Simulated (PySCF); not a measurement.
C₃H₅FS.
Atom-mapped SMILES: `[CH3:1][C@@H:2]1[S:3][C@H:4]1[F:5]` (hydrogens: H6, H7, H8 on C1; H9 on C2; H10 on C4)

Method used: core-valence-separated Tamm–Dancoff BHandHLYP/aug-pcX-1 (pcseg-1 on H, def2-SVPD on S) in PySCF, non-relativistic, gas phase, PBE0-D3(BJ)/def2-SVP geometry.

Computed fluorine K-edge spectrum, Gaussian lines of 0.6 eV full width, highest printed point 100; it ends one width below the last computed root. No empirical shift is added; at this level the pattern usually sits a few eV under experiment.

```csv
photon energy (eV),absorption
685.0,1
685.1,3
685.2,7
685.3,16
685.4,32
685.5,53
685.6,77
685.7,95
685.8,100
685.9,91
686.0,71
686.1,47
686.2,28
686.3,16
686.4,10
686.5,9
686.6,10
686.7,11
686.8,12
686.9,14
687.0,17
687.1,21
687.2,25
687.3,29
687.4,32
687.5,34
687.6,34
687.7,32
687.8,28
687.9,23
688.0,18
688.1,14
688.2,13
688.3,14
688.4,16
```

Q: Assign the maxima to core holes.

A: 2 maxima:
- 685.8 eV: F5 (alkyl fluorine), 685.79 eV, f = 0.030, 100 % of the height at the exact maximum
- 687.6 eV: F5 (alkyl fluorine), 687.69 eV, f = 0.008, 67 % of the height at the exact maximum; F5 (alkyl fluorine), 687.27 eV, f = 0.006, 31 % of the height at the exact maximum

Further lines of some strength in the range: F5, 686.70 eV, f = 0.003; F5, 688.33 eV, f = 0.003.

Roots within 0.03 eV on the same or equivalent atoms count as one line; shares under 12 % aren't listed.

Vibrational structure and lifetime widths aren't in the curve. The ionisation threshold wasn't computed; near and above it a finite basis only mimics Rydberg series and continuum.
